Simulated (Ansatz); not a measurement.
## HSi–AsH$_{2}$⁺, doublet: the ladder up to UCCSDT(Q)

Geometry: that of the HSi–AsH2, singlet, kept fixed.

```csv
atom,x (Å),y (Å),z (Å)
Si,-0.0425,0.0961,1.7013
As,0.0397,-0.0184,-0.6352
H,0.0268,-1.4266,1.7640
H,-0.9982,-1.0753,-0.9439
H,-0.7910,1.1908,-1.0096
```

Basis cc-pVDZ; Ansatz 0.2.0. Correlated methods freeze the noble-gas cores and the filled d shells of p-block atoms, which leaves 11 electrons in 41 orbitals. Prefix R: restricted or restricted open-shell reference; prefix U: unrestricted. No spin–orbit coupling is included, and no scalar relativity.

Full CI isn't at hand for all of this; UCCSDT(Q) serves as the reference, and is uncertain by the last step of the cluster series or more. The frozen core follows each run's orbitals, which can shift R against U totals by a few meV for light atoms and by up to 0.1 eV past Ca.

Unrestricted rows (U) aren't spin-pure: their determinants' ⟨S²⟩ exceeds S(S+1) by up to 0.20, so they mix in states of higher spin.

The UHF ⟨S²⟩ is 0.949. The T1 diagnostic (RCCSD) is 0.0534, the largest doubles amplitude (RCCSD) is 0.078 and the T1 diagnostic (UCCSD) is 0.0431.

```
   level  E − E(UHF) (eV)
    UMP2          -4.5152
   UCCSD          -5.7483
UCCSD(T)          -5.9412
```

Estimate how far UCCSDT(Q) in cc-pVDZ lies from UCCSD(T). The table doesn't fix it; the size of (T) and the diagnostics are the guide.

UCCSDT(Q) in cc-pVDZ lies 2.33 mEh below UCCSD(T), which is 33 % of the (T) step (-7.09 mEh). T1 is raised, the determinant isn't spin-pure, and the rest is a large part of (T). The miss exceeds 1 kcal/mol.

The other levels:

```tsv
level	E − E(UCCSDT(Q)) (mEh)	wall time
UCCSDT	0.48	–
```

Run but not shown, since their state, orbitals or frozen core can't be matched to the reference's or they repeat it: RHF, RMP2, CISD, RCCSD, RCCSD(T), BCCD(T), RCCSDT, RCCSDT(Q).
